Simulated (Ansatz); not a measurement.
**Several solutions for singlet CH2**

```xyz
3

C     0.0000    0.0000    0.0000
H     1.4665    0.0000    1.1875
H    -1.4665    0.0000    1.1875
```

Basis set: 6-31G (spherical functions). Charge 0, multiplicity 1.

PBE0 (unrestricted) was run from several starts with Ansatz (development build ahead of 0.2.0).

```csv
run,program,start,converged,energy (hartree),<S²>
A,Ansatz,search for the lowest state,yes,-38.87186,0.37
B,Ansatz,stability test followed,yes,-38.87186,0.37
C,Ansatz,"atomic start, no search",yes,-38.86981,0.00
```

Task: Which runs reached the lowest solution of this kind, and what is wrong with the others?

Result: A, B reached the lowest solution found. Converged but too high: C by 0.06 eV. Convergence only shows a stationary point, and even a stable one can lie too high; stability tests and further starts are what find lower ones. Caution: another spin multiplicity may lie lower. Caution: the unrestricted determinant is spin contaminated.
